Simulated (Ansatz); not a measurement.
Born–Oppenheimer molecular dynamics of C₂H₄O₃S (10 atoms, charge 0, multiplicity 1). It goes on from the last frame of an earlier run, with new velocities.

Computed with Ansatz, RKS PBE0-D4/STO-3G.

- ensemble: NVT, Nosé–Hoover chain
- time step: 1 fs
- steps asked: 266
- set temperature: 300 K
- thermostat: time constant 100 fs, chain length 3 (defaults)
- temperature schedule: 66 steps to 300 K, then 200 steps to 75 K
- seed: 515640

First frame:

```xyz
10
Properties=species:S:1:pos:R:3
O 0.194 -1.202 2.421
C 0.022 -0.645 1.328
O 1.069 0.250 0.899
S -1.319 -0.889 0.203
C -0.721 0.037 -1.290
O -0.153 1.373 -1.122
H 1.748 0.424 1.709
H -1.604 0.121 -1.971
H 0.007 -0.617 -1.790
H 0.424 1.225 -0.309
```

(1) How far do the bonds stretch over the last three quarters of this one trajectory? (Pairs bonded in most of those frames.)

Answers

(1) 
```json
{"bond": "O1–C2", "mean (Å)": "1.243", "spread (Å)": "0.007", "shortest": "1.23", "longest": "1.26"}
{"bond": "C2–O3", "mean (Å)": "1.440", "spread (Å)": "0.023", "shortest": "1.40", "longest": "1.48"}
{"bond": "C2–S4", "mean (Å)": "1.787", "spread (Å)": "0.021", "shortest": "1.74", "longest": "1.83"}
{"bond": "O3–H7", "mean (Å)": "1.023", "spread (Å)": "0.037", "shortest": "0.96", "longest": "1.08"}
{"bond": "S4–C5", "mean (Å)": "1.864", "spread (Å)": "0.020", "shortest": "1.83", "longest": "1.91"}
{"bond": "C5–O6", "mean (Å)": "1.433", "spread (Å)": "0.028", "shortest": "1.38", "longest": "1.48"}
{"bond": "C5–H8", "mean (Å)": "1.109", "spread (Å)": "0.010", "shortest": "1.09", "longest": "1.13"}
{"bond": "C5–H9", "mean (Å)": "1.116", "spread (Å)": "0.022", "shortest": "1.08", "longest": "1.15"}
{"bond": "O6–H10", "mean (Å)": "1.032", "spread (Å)": "0.022", "shortest": "0.99", "longest": "1.07"}
```

Mean temperature of the second half: 234 K. The conserved energy stayed within 1.3 meV per atom of its start (net change -0.58 meV per atom), so the integration is sound. The schedule's set-point averaged 150 K over the second half and the system 234 K, so it lags behind the ramp. A run of 0.27 ps of so small a system gives no equilibrium averages. Limits of this set-up: minimal basis.

The run took 7.3 min on 1 thread of Arm Neoverse V2 (shared host), peak memory 0.11 GiB.
